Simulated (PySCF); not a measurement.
## Electric properties by functional and basis

Species: H5NSSi.
SMILES: `N[SiH2]S`

PySCF, dipoles from the SCF density, polarisabilities from static response with core orbitals frozen. The structure is a single PBE0-D3(BJ)/def2-SVP conformer in the gas phase; no vibrational or solvent corrections.

The anisotropy is √(½[(α1 − α2)² + (α2 − α3)² + (α3 − α1)²]).

| level | μ (D) | α (au) | anisotropy (au) |
| --- | --- | --- | --- |
| LDA/def2-SVPD | 2.245 | 62.16 | 15.96 |
| PBE/def2-SVPD | 2.213 | 61.15 | 15.84 |
| B3LYP/def2-SVPD | 2.203 | 59.12 | 14.45 |
| PBE0/def2-SVPD | 2.256 | 58.48 | 14.26 |
| BHandHLYP/def2-SVPD | 2.245 | 56.60 | 13.06 |
| CAM-B3LYP/def2-SVPD | 2.246 | 58.01 | 13.55 |
| wB97X-D/def2-SVPD | 2.304 | 57.77 | 13.43 |
| LC-wPBE/def2-SVPD | 2.340 | 56.37 | 12.86 |
| HF/def2-SVPD | 2.345 | 54.08 | 11.42 |
| PBE0/6-31G* | 2.765 | 43.79 | 14.89 |
| PBE0/6-31+G* | 2.509 | 51.13 | 13.96 |
| PBE0/def2-SVP | 2.493 | 44.74 | 13.08 |
| PBE0/aug-cc-pVDZ | 2.195 | 59.36 | 14.99 |
| PBE0/def2-TZVP | 2.279 | 52.34 | 15.25 |
| PBE0/def2-TZVPD | 2.165 | 59.32 | 14.61 |
| PBE0/aug-cc-pVTZ | 2.166 | 59.66 | 14.69 |

The dipole runs from 2.16 D (PBE0/def2-TZVPD) to 2.76 D (PBE0/6-31G*). No reference polarisability is at hand; against PBE0 in the largest diffuse basis at hand (aug-cc-pVTZ) the other PBE0 rows deviate by 6-31G* -27%, 6-31+G* -14%, def2-SVP -25%, def2-SVPD -2%, aug-cc-pVDZ -1%, def2-TZVP -12%, def2-TZVPD -1%. In one basis (def2-SVPD) the functionals order the polarisability from HF (lowest) to LDA (highest), a spread of 15%. With PBE0 the polarisability is 46.96 au without diffuse functions (mean of 6-31G*, def2-SVP and def2-TZVP) and 57.59 au with them (mean of 6-31+G*, def2-SVPD, aug-cc-pVDZ, def2-TZVPD and aug-cc-pVTZ).

Without π bonds the low states are Rydberg-like; a valence basis with one diffuse set may place them up to an eV too high.
